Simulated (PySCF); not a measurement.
PySCF input file for C2F4, SMILES FC(F)=C(F)F (connectivity only; charge and spin as stated), charge -1, multiplicity 2, ωB97X-D3(BJ)/def2-SVPD. Geometry optimised at ωB97X-D3(BJ)/def2-SVPD. The spin state was assumed, not searched.

```python
import numpy as np
from pyscf import gto, scf, dft, df
from pyscf.hessian import thermo

mol = gto.M(
    atom='''
    F    -1.40692518   -0.05158079    1.10733139
    C    -0.65790982    0.33091305    0.00000000
    F    -1.40692517   -0.05158079   -1.10733140
    C     0.65790982   -0.33091305   -0.00000000
    F     1.40692518    0.05158079   -1.10733139
    F     1.40692517    0.05158079    1.10733140
    ''',
    basis='def2-SVPD',
    charge=-1,
    spin=1,
    max_memory=1600,
    verbose=3,
)
mf = dft.UKS(mol, xc='wb97x-d3bj').density_fit(auxbasis='def2-universal-jkfit')
mf.grids.level = 3
mf.conv_tol = 1e-11
mf.max_cycle = 100
mf.kernel()
fine, coarse = mf.grids, dft.Grids(mol).set(level=1).build(with_non0tab=True)
for _ in range(3):  # follow internal instabilities
    mf.grids = coarse
    mo, _, stable, _ = mf.stability(return_status=True, nroots=4)
    mf.grids = fine
    if stable:
        break
    mf.kernel(mf.make_rdm1(mo, mf.mo_occ))

# analytic Hessian; the response equations are solved on a coarser grid
h, args, fine = mf.Hessian(), (mf.mo_energy, mf.mo_coeff, mf.mo_occ), mf.grids
h.max_memory = max(150, 2.5e-5 * df.make_auxmol(mol, mf.with_df.auxbasis).nao * mol.nelec[0] * (mol.nelec[0] + mol.nao))  # MB; small integral blocks
h1ao = h.make_h1(mf.mo_coeff, mf.mo_occ)
mf.grids = dft.Grids(mol).set(level=1).build(with_non0tab=True)
mo1, mo_e1 = h.solve_mo1(*args, h1ao)
mf.grids = fine
hess = h.hess_elec(*args, mo1, mo_e1, h1ao) + h.hess_nuc()
if mf.do_disp():
    hess += h.get_dispersion()
for i in range(mol.natm):  # the analytic DFT Hessian lacks the response of the grid: restore translational invariance
    hess[i, i] -= hess[i].sum(axis=0)
hess = (hess + hess.transpose(1, 0, 3, 2)) / 2
vib = thermo.harmonic_analysis(mol, hess, imaginary_freq=False)
thermo.dump_normal_mode(mol, vib)
th = thermo.thermo(mf, vib['freq_au'][vib['freq_au'] > 0], 298.15, 101325)
thermo.dump_thermo(mol, th)
g0 = mf.nuc_grad_method().set(verbose=0).kernel()

# dipole derivatives [dipole axis, atom, xyz] from the same response
r, irp = mol.intor('int1e_r'), mol.intor('int1e_irp').reshape(3, 3, mol.nao, mol.nao)
sl, dm0, ok = mol.aoslice_by_atom(), np.array(mf.make_rdm1()), []
dmu = np.einsum('a,xt->xat', mol.atom_charges(), np.eye(3))
for a, (_, _, p0, p1) in enumerate(sl):
    dmu[:, a] += 2 * np.einsum('xtij,ij->xt', irp[:, :, :, p0:p1], dm0.reshape(-1, mol.nao, mol.nao).sum(0)[:, p0:p1])
    for u, c, occ, f in zip(mo1, mf.mo_coeff, mf.mo_occ, (2, 2)):
        dmu[:, a] -= f * np.einsum('tui,xuv,vi->xt', u[a], r, c[:, occ > 0], optimize=True)
L = vib['norm_mode']
ir = 974.8801 * (np.einsum('xat,kat->kx', dmu, L) ** 2).sum(1)       # km/mol
apt = np.einsum('xax->a', dmu) / 3
print('mode   freq/cm-1   IR/(km/mol)')
for k, w in enumerate(vib['freq_wavenumber']):
    print(f'{k + 1:4d} {w:11.2f} {ir[k]:13.3f}')
print('max |gradient| / (hartree/bohr):', abs(g0).max())
print('APT charges:', apt.round(4))
```

It prints:

```

WARN: HOMO -0.0858766230740944 >= LUMO -0.0858766230740944

converged SCF energy = -475.237893560764  <S^2> = 0.76125483  2S+1 = 2.0112233
<class 'pyscf.df.df_jk.DFUKS'> wavefunction is stable in the internal stability analysis

WARN: DFTD3 does not support analytical Hessian, using finite difference


WARN: Mole.unit (angstrom) is changed to Bohr

Mode                                 0                   1                   2
Irrep
Freq [cm^-1]                      104.0046            216.5416            338.6080
Reduced mass [au]                  18.2991             18.7177             13.2770
Force const [Dyne/A]                0.1166              0.5171              0.8969
Char temp [K]                     149.6394            311.5552            487.1815
Normal mode                   x     y     z       x     y     z       x     y     z
       0   F                -0.06 -0.09 -0.02    0.09 -0.07  0.01    0.02 -0.05  0.02
       1   C                 0.00 -0.00  0.05   -0.00  0.00 -0.03   -0.05  0.17  0.00
       2   F                 0.06  0.09 -0.02   -0.09  0.07  0.01    0.02 -0.05 -0.02
       3   C                 0.00 -0.00  0.05   -0.00  0.00 -0.03   -0.05  0.17  0.00
       4   F                -0.06 -0.09 -0.02    0.09 -0.07  0.01    0.02 -0.05  0.02
       5   F                 0.06  0.09 -0.02   -0.09  0.07  0.01    0.02 -0.05 -0.02
Mode                                 3                   4                   5
Irrep
Freq [cm^-1]                      360.8081            490.0545            519.5017
Reduced mass [au]                  18.8152             17.8923             17.5814
Force const [Dyne/A]                1.4432              2.5317              2.7956
Char temp [K]                     519.1226            705.0794            747.4472
Normal mode                   x     y     z       x     y     z       x     y     z
       0   F                -0.10 -0.00 -0.05    0.09 -0.00 -0.06    0.02  0.01  0.10
       1   C                -0.03  0.00  0.00    0.00 -0.00 -0.07   -0.06 -0.05  0.00
       2   F                -0.10 -0.00  0.05   -0.09  0.00 -0.06    0.02  0.01 -0.10
       3   C                 0.03 -0.00 -0.00    0.00 -0.00  0.07   -0.06 -0.05  0.00
       4   F                 0.10  0.00  0.05   -0.09  0.00  0.06    0.02  0.01  0.10
       5   F                 0.10  0.00 -0.05    0.09 -0.00  0.06    0.02  0.01 -0.10
Mode                                 6                   7                   8
Irrep
Freq [cm^-1]                      616.6237            864.1096            986.5616
Reduced mass [au]                  17.1899             12.9067             13.8419
Force const [Dyne/A]                3.8509              5.6781              7.9377
Char temp [K]                     887.1842           1243.2614           1419.4424
Normal mode                   x     y     z       x     y     z       x     y     z
       0   F                -0.04  0.01  0.09    0.02  0.03 -0.04    0.05  0.01 -0.05
       1   C                -0.04 -0.08  0.00    0.02 -0.18  0.00   -0.16 -0.04  0.00
       2   F                -0.04  0.01 -0.09    0.02  0.03  0.04    0.05  0.01  0.05
       3   C                 0.04  0.08 -0.00   -0.02  0.18  0.00   -0.16 -0.04 -0.00
       4   F                 0.04 -0.01 -0.09   -0.02 -0.03  0.04    0.05  0.01 -0.05
       5   F                 0.04 -0.01  0.09   -0.02 -0.03 -0.04    0.05  0.01  0.05
Mode                                 9                  10                  11
Irrep
Freq [cm^-1]                     1023.1023           1025.2442           1310.4682
Reduced mass [au]                  13.6796             12.8358             12.4151
Force const [Dyne/A]                8.4365              7.9493             12.5618
Char temp [K]                    1472.0164           1475.0982           1885.4719
Normal mode                   x     y     z       x     y     z       x     y     z
       0   F                -0.04 -0.02  0.05   -0.02 -0.02  0.04    0.02  0.02 -0.02
       1   C                -0.00 -0.00 -0.17   -0.00 -0.00 -0.19   -0.19  0.00 -0.00
       2   F                 0.04  0.02  0.05    0.02  0.02  0.04    0.02  0.02  0.02
       3   C                -0.00 -0.00 -0.17   -0.00 -0.00  0.19    0.19 -0.00 -0.00
       4   F                -0.04 -0.02  0.05    0.02  0.02 -0.04   -0.02 -0.02  0.02
       5   F                 0.04  0.02  0.05   -0.02 -0.02 -0.04   -0.02 -0.02 -0.02
temperature 298.1500 [K]
pressure 101325.00 [Pa]
Rotational constants [GHz] 5.26358 3.08807 1.98964
Symmetry number 2
Zero-point energy (ZPE) 0.01790 [Eh]   46987.090 [J/mol]
                           tot       elec      trans        rot        vib
Entropy [J/mol/K]       319.210      5.763    166.182    105.947     41.317
Cv [J/mol/K]             75.895      0.000     12.472     12.472     50.952
Cp [J/mol/K]             84.210      0.000     20.786     12.472     50.952
Internal energy [J/mol]                      3718.434   3718.434  54225.331
Internal energy [Eh]   -475.21441  -475.23789
Enthalpy [J/mol]                             6197.391   3718.434  54225.331
Enthalpy [Eh]          -475.21346
Gibbs free energy [J/mol]                  -43349.780 -27869.723  41906.559
Gibbs free energy [Eh] -475.24971
mode   freq/cm-1   IR/(km/mol)
   1      104.00         1.376
   2      216.54         1.277
   3      338.61       181.577
   4      360.81         0.000
   5      490.05         0.000
   6      519.50         3.672
   7      616.62         0.000
   8      864.11         0.000
   9      986.56       492.091
  10     1023.10       460.368
  11     1025.24         0.000
  12     1310.47         0.000
max |gradient| / (hartree/bohr): 0.000190422788284832
APT charges: [-0.528  0.556 -0.528  0.556 -0.528 -0.528]
```

The run converged.
